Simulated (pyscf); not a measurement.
H₃Si–SiH₃ + HCl -> H₃Si–SiH₂–Cl + H₂ (four-centre exchange; singlet surface; H–Si, Cl–H broken, Cl–Si, H–H formed). Structures and frequencies: ωB97X-D3(BJ)/def2-SVP in PySCF. Rate constants from transition-state theory, ωB97M-D3(BJ)/def2-TZVP energies (ideal gas, 1 atm, RRHO with modes under 100 cm⁻¹ raised to 100, one conformer, R ln 2 for chiral ones without a mode under 150 cm⁻¹; no tunnelling), k in cm³ molecule⁻¹ s⁻¹.

| T (K) | 1000/T | log10 k |
|---|---|---|
| 298 | 3.354 | -38.71 |
| 600 | 1.667 | -25.42 |
| 900 | 1.111 | ? |
| 1200 | 0.833 | -18.52 |

Fit an Arrhenius line to the three values, give the activation energy, and predict k at 900 K.

Least squares gives log10 k = -11.96 − 7.99 × 1000/T, so Ea = 7.99 × ln 10 × 1.987 = 36.6 kcal/mol, against an electronic barrier of 34.4. At 900 K the line gives -20.84; the computed value is -20.88 (ΔG‡ = 62.8 kcal/mol), close to the line. One saddle was located; it need not be the lowest between these sides.
